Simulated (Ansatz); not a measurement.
The same path of AlH5NO (8 atoms, charge 1, multiplicity 1) was run twice with different band settings. The coordinate that changes most is the dihedral H4–N1–Al2–O3.

These are results of Ansatz 0.2.0, RKS BLYP-D4/cc-pVDZ, not measurements.

Relaxed end points:

```xyz
8
Properties=species:S:1:pos:R:3
N -1.042 0.679 -0.934
Al 0.103 0.691 0.403
O 0.857 -1.092 0.550
H -1.278 -0.103 -1.554
H -1.584 1.507 -1.211
H 0.764 1.553 1.525
H 1.534 -1.352 1.216
H 0.645 -1.884 0.005
```

```xyz
8
Properties=species:S:1:pos:R:3
N -1.041 0.682 -0.933
Al 0.103 0.685 0.406
O 0.863 -1.095 0.545
H -1.583 1.514 -1.197
H -1.281 -0.091 -1.562
H 0.754 1.549 1.532
H 1.544 -1.357 1.207
H 0.643 -1.887 0.003
```

Common settings: movable images 5; climbing image yes; spring 5.0 eV/Å²; start path IDPP; force threshold 0.05 eV/Å; iteration limit 60; end points relaxed.

| run | optimiser |
| --- | --- |
| 1 | quadratic models (default) |
| 2 | lbfgs |

Q: What does each run give, and how far can it be trusted?

A: Run 1: converged after 6 iterations, highest image 0.208 eV above the first end. A vibrational analysis at the climbing image gives one clearly imaginary mode, 307i cm⁻¹: a first-order saddle point.
Run 2: converged after 46 iterations, highest image 0.212 eV above the first end. The order of the stationary point at the top wasn't checked.
Limits of this set-up: the dipole of an ion depends on the origin.
